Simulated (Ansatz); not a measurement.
Input for Ansatz (development build ahead of 0.2.0):

```yaml
crystal:
  periodic: [false, false, false]
  atoms:
    - { symbol: H, position_ang: [-0.43073, 0.42453, 0.21694] }
    - { symbol: C, position_ang: [0.26533, 0.62225, 1.02716] }
    - { symbol: C, position_ang: [1.11511, 0.5119, 1.981] }
    - { symbol: O, position_ang: [1.77802, 0.46298, 2.9566] }
basis:
  gaussian: { orbitals: def2-SVP }
magnetization:
  spin_polarized: true
  initial_magnetization: 1
hamiltonian:
  xc: hf
output:
  forces: true
```

The input is written out in the form of the current development build from the run's settings.

Output:

| Quantity | Value |
| --- | --- |
| Converged | yes |
| Total energy | -150.96254 hartree |
| Spin squared of the determinant | 0.842 |
| Stability test | minimum |

Forces (eV/Å):
```
atom      Fx      Fy      Fz
  H1   0.612   0.143   0.566
  C2   0.977  -0.270   0.808
  C3  -0.824   0.001   0.432
  O4  -0.766   0.126  -1.807
```
